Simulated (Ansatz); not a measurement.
C3H4ClN can be A, `N=C1CC1Cl`, or B, `ClC1=NCC1`.

Computed with Ansatz on PBE0-D4/def2-TZVP structures; ΔE is electronic, products minus reactants. CCSD(T)/CBS adds triple-zeta CCSD(T) − MP2 to the extrapolated MP2 energy (def2 sets, frozen cores). DFT in def2-TZVPP. B3LYP here is the variant with VWN-RPA as its local correlation; programs differ in this. Each species was taken in one conformer, which may not be the lowest.

A:

```xyz
9

N    -0.9965   -0.0537    1.6434
C    -0.2864    0.0438    0.6191
C     0.3610    0.9589   -0.3114
C     0.3805   -0.5584   -0.5365
Cl   -0.5638   -1.2714   -1.8253
H    -1.2421   -1.0303    1.8183
H    -0.2875    1.5486   -0.9520
H     1.3066    1.4284   -0.0584
H     1.3282   -1.0661   -0.3973
```

B:

Z-matrix (Å, degrees):
```
C
C 1 1.545
C 1 1.941 2 49.0
N 1 1.493 2 90.0 3 -0.0
H 1 1.091 2 115.7 3 114.6
H 1 1.091 2 115.7 3 -114.6
H 2 1.090 1 116.7 3 -113.6
H 2 1.090 1 116.7 3 113.6
Cl 3 1.710 2 130.8 1 180.0
```

Which isomer does CCSD(T)/CBS put lower? Give the gap. (Estimate.)

Computed: B, by 16.1 kcal/mol.

Give E(B) − E(A) in kcal/mol with B3LYP-D4, CCSD(T)/def2-TZVPP, PBE-D4, MP2/def2-TZVPP, B2PLYP, BLYP-D4, PBE0-D4. (Best estimate.)

The calculation gave: B3LYP-D4 -13.7, CCSD(T)/def2-TZVPP -16.4, PBE-D4 -14.3, MP2/def2-TZVPP -16.9, B2PLYP -15.0, BLYP-D4 -13.3, PBE0-D4 -14.8. None reverses the order clearly.

Does the order hold for the free energy at 298.15 K (harmonic terms from PBE0-D4)? (Best estimate.)

Ansatz gave: Yes: G(B) − G(A) = -14.9 kcal/mol, for one conformer each.

Largest T1 diagnostic: 0.011.

In def2-TZVPP, CCSD(T) changes the Hartree–Fock value by −1.7 kcal/mol (the triples alone add −0.5 kcal/mol) and MP2 by −2.2 kcal/mol. From BLYP to BHLYP (50 % exact exchange), in def2-TZVPP and without D4, E(B) − E(A) moves by −1.1 kcal/mol.
